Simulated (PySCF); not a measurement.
## HAlB, doublet in 6-31G: errors against full CI

Geometry: a point of a stretch scan, not a stationary point.

```xyz
3

B     0.0000   -0.1197    1.3485
Al    0.0000    0.0894   -0.4826
H     0.0000   -1.1100   -1.5435
```

Basis 6-31G; PySCF 2.14.0. Correlated methods freeze the noble-gas cores, which leaves 7 electrons in 18 orbitals. R marks a restricted (for open shells ROHF) determinant.

Full CI is exact within this basis and frozen core; it isn't the basis-set limit.

The determinant for coupled cluster was chosen by trial CCSD, here up to 0.27 eV above the lowest Hartree–Fock solution of its kind, and MP2 stands on that determinant too.

```
UHF ⟨S²⟩                            : 1.683
⟨S²⟩ of the determinant under UCCSD : 0.756
T1 diagnostic (ROHF- or RHF-based CCSD)               : 0.0846
largest doubles amplitude (ROHF- or RHF-based CCSD)   : 0.261
```

Question: From what is known of these methods and the diagnostics, rank them by the size of their error in total energy against full CI in 6-31G, smallest first (an estimate: the text doesn't fix the numbers).
A. RCCSD(T)
B. RCCSD
C. RCCSDT
D. RMP2

Answer: C (0.41 kcal/mol), A (1.31 kcal/mol), B (5.42 kcal/mol), D (28.32 kcal/mol).

All errors are against full CI in 6-31G. With T1 at 0.085 and a doubles amplitude of 0.26 one determinant is a poor start. Within each family the higher level lies nearer, as is usual though not guaranteed.

The full-CI state has the irrep A'' of Cs, in the program's axes.

Natural occupations of full CI about the gap: 1.960 1.939 1.662 0.969 0.295 0.062 0.047 0.024 0.017 0.005; effectively unpaired electrons, Σ n²(2−n)², 1.61.
